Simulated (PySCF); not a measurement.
Substituent chemical shifts

Parent skeleton `[O:1]=[c:2]1[cH:3][cH:4]1`; one hydrogen on atom 3 is replaced by X. Hydrogens on one atom are averaged.

Level of theory: geometry: GFN2-xTB, σ from GIAO-PBE0/pcSseg-1, in PySCF 2.14 (gas phase, relativity neglected, one conformer).

Chemical shifts δ = σref − σ; H2O for 17O (336.08 ppm); TMS for 13C (186.93 ppm) and 1H (31.72 ppm), all at this level.

Parent (X = H): O1 323.9, C2 149.6, C3 172.7, C4 172.7, H(C4) 9.39 ppm. Effects are Δδ = δ(X) − δ(H), positive for deshielding.

**Question.** Give Δδ (ppm) for X = OCHO, SCF3, SH, vinyl, OCHF2.

**Answer.** 
```tsv
X	SMILES	O1	C2	C3	C4	H(C4)
OCHO	O=COc1cc1=O	-25.5	-10.6	-5.8	-36.0	-2.24
SCF3	O=c1cc1SC(F)(F)F	-14.7	-3.2	+2.1	-33.3	-1.22
SH	O=c1cc1S	-22.1	-0.8	+0.8	-30.9	-1.35
vinyl	C=Cc1cc1=O	+5.4	+2.2	+0.1	-17.5	-0.73
OCHF2	O=c1cc1OC(F)F	-28.3	-6.9	-2.4	-47.3	-2.77
```

**Question.** Which position responds most, and to which substituents?

**Answer.** O1: from -28.3 ppm with OCHF2 to +5.4 ppm with vinyl.

Unscaled 17O shifts of doubly bonded oxygen tend to come out too high, by tens of ppm or more. Experimental scales use liquid or dissolved standards, which lie at an offset from isolated H2O (liquid H2O: subtract about 36 ppm).
